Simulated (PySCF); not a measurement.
Species: AlH2(SiH3).
SMILES: `[SiH3][AlH2]`

The closed-shell ground state was solved at several levels (PySCF, density fitting, gas phase, non-relativistic). Geometry: PBE0-D3(BJ)/def2-SVP; no solvent, vibrations or thermal averaging.

```csv
level,basis functions,total energy (Eh),HOMO (eV),LUMO (eV),gap (eV),dipole (D)
CAM-B3LYP/def2-SVPD,88,-534.7269,-8.88,-1.12,7.76,0.22
B3LYP/pcSseg-1 (pcSseg-2 on Al),92,-534.9455,-7.46,-2.33,5.13,0.35
PBE0/pcSseg-1 (pcSseg-2 on Al),92,-534.6460,-7.66,-2.14,5.52,0.35
```

(1) Estimate the row for PBE/pcSseg-1 (pcSseg-2 on Al), a basis of 92 functions; the other rows only guide the guess.

(2) Over all these levels, which gives the widest orbital gap and which the narrowest?

(3) In the pcSseg-1 (pcSseg-2 on Al) basis, how does the gap go with the fixed share of exact exchange?

(4) How far do the dipole and the HOMO energy spread over the levels?

Answers

(1) Total energy -534.5913 Eh, HOMO -6.59 eV, LUMO -2.89 eV, gap 3.70 eV, dipole 0.30 D.

(2) CAM-B3LYP/def2-SVPD (range-separated hybrid) has the widest, 7.76 eV, and PBE/pcSseg-1 (pcSseg-2 on Al) (GGA) the narrowest, 3.70 eV. Functional and basis both differ between the two, so the spread mixes both effects.

(3) PBE (0 %) 3.70 eV; B3LYP (20 %) 5.13 eV; PBE0 (25 %) 5.52 eV. Each rise in the share widens the gap here.

(4) The dipole runs from 0.22 to 0.35 D (mean 0.31 D) and the HOMO from -8.88 to -6.59 eV.
